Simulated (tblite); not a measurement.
**Question.** Give a GFN2-xTB geometry of `[PH2+][SiH2]Cl` [radical]. (Charge +1 and doublet state.)

**Answer.** 
```
atom  x, y, z in Å
P1     1.278   -0.318    0.339
Si2   -1.101   -0.073    0.009
Cl3   -1.413    1.828   -0.412
H4     2.006   -0.721   -0.776
H5     1.980    0.851    0.606
H6    -1.198   -1.013   -1.102
H7    -1.548   -0.548    1.309
```

Any rigid rotation of these coordinates is as good. Atoms count from 1 in this order. P1 (phosphorus bonded to Si and 2 H) is pyramidal (angles 116.0°, 115.8° and 97.7°, sum 329.5°, 0.53 Å off the plane of its three neighbours). Si2 (silicon bonded to Cl, P and 2 H) has angles from 96.0° to 117.2°.

Bonds between heavy atoms (Å): P1–Si2 2.415, Si2–Cl3 1.972.

Computed geometry: GFN2-xTB, gas phase. This method treats the open shell by occupation alone, without spin polarisation.

Its lowest GFN2-xTB frequency is 17i cm⁻¹, too small to tell a flat minimum from a shallow saddle. Torsions: H–P1–Si2–Cl3 -94° and 19°.

The run took 0.1 s on one thread of an Arm Neoverse V2, shared host. That covers the optimisation of the geometry.

One conformer stands for the species.
